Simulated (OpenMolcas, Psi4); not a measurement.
**How basis sets differ on C2H3Al (ethynylalumane)**

C2H3Al has 6 atoms, charge 0, and is taken as a singlet. As SMILES, `C#[C][AlH2]`. Geometry: relaxed at PBE0-D4/def2-TZVP.

Each level gives the HOMO–LUMO gap (eV). The values are calculated.

```tsv
level	kind	program	value (eV)
HF/ANO-RCC-MB (DKH2)	Hartree–Fock	OpenMolcas	11.96
HF/STO-3G	Hartree–Fock	OpenMolcas	15.72
HF/3-21G	Hartree–Fock	OpenMolcas	11.59
HF/def2-TZVP	Hartree–Fock	OpenMolcas	11.68
HF/def2-TZVP (density fitting)	Hartree–Fock	Psi4	11.68
```

The values span 11.59 to 15.72 eV. A Hartree–Fock LUMO above zero doesn't converge with the basis: it sinks as sets grow more diffuse. Orbital gaps aren't excitation energies.
